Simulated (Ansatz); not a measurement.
hcp Mg was calculated with r²SCAN+rVV10 in Ansatz (PAW).

Numerical settings: plane-wave cutoff 600 eV, 18×18×10 k mesh (along the axes of the cell as run), Fermi–Dirac smearing 0.05 eV, scalar-relativistic PAW data made under PBE.

Starting structure:

```yaml
crystal:
  lattice:
    - [3.21000, 0.00000, 0.00000]
    - [-1.60500, 2.77994, 0.00000]
    - [0.00000, 0.00000, 5.21000]
  atoms:
    - { symbol: Mg, position: [0.66667, 0.33333, 0.75000] }
    - { symbol: Mg, position: [0.33333, 0.66667, 0.25000] }
```

**Question.** Into what structure does the relaxation of cell and atoms lead at this level, with the symmetry of the start kept?

**Answer.** The volume drops by 3.4 %; final space group P6_3/mmc.
```yaml
crystal:
  lattice:
    - [3.17852, 0.00000, 0.00000]
    - [-1.58926, 2.75268, 0.00000]
    - [0.00000, 0.00000, 5.13406]
  atoms:
    - { symbol: Mg, position: [0.66667, 0.33333, 0.75000] }
    - { symbol: Mg, position: [0.33333, 0.66667, 0.25000] }
```

Ansatz is a program for electronic structure.
